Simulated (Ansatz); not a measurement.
How far each method lies from UCCSDT(Q) for [Br···H···CN], doublet

Geometry: a point of a hydrogen-transfer path between rigid fragments, not a stationary point.

```yaml
atoms:
  - { symbol: Br, position_ang: [0.0000, 0.0000, -2.0790] }
  - { symbol: H, position_ang: [0.0000, 0.0000, -0.6110] }
  - { symbol: N, position_ang: [0.0000, 0.0000, 1.9251] }
  - { symbol: C, position_ang: [0.0000, 0.0000, 0.7650] }
```

Basis cc-pVDZ; Ansatz 0.2.0. Only valence electrons are correlated (noble-gas cores and the filled d shells of p-block atoms frozen), which leaves 17 electrons in 44 orbitals. R marks a restricted (for open shells ROHF) determinant, U an unrestricted one. No spin–orbit coupling is included, and no scalar relativity.

Full CI isn't at hand for all of this; UCCSDT(Q) serves as the reference, and is uncertain by about the last step of the cluster series.

Unrestricted rows (U) aren't spin-pure: their determinants' ⟨S²⟩ exceeds S(S+1) by up to 0.30, so they mix in states of higher spin.

```
UHF ⟨S²⟩                          : 1.054
T1 diagnostic (RCCSD)             : 0.0280
largest doubles amplitude (RCCSD) : 0.092
T1 diagnostic (UCCSD)             : 0.0498
```

Problem. From what is known of these methods and the diagnostics, rank them by the size of their error in total energy against UCCSDT(Q) in cc-pVDZ, smallest first (an estimate: the text doesn't fix the numbers).
A. UCCSDT
B. UHF
C. UCCSD
D. UMP2
E. UCCSD(T)

Solution. A (2.12 mEh), E (3.91 mEh), C (19.81 mEh), D (63.85 mEh), B (437.88 mEh).

All errors are against UCCSDT(Q) in cc-pVDZ. Within each family the higher level lies nearer, as is usual though not guaranteed.
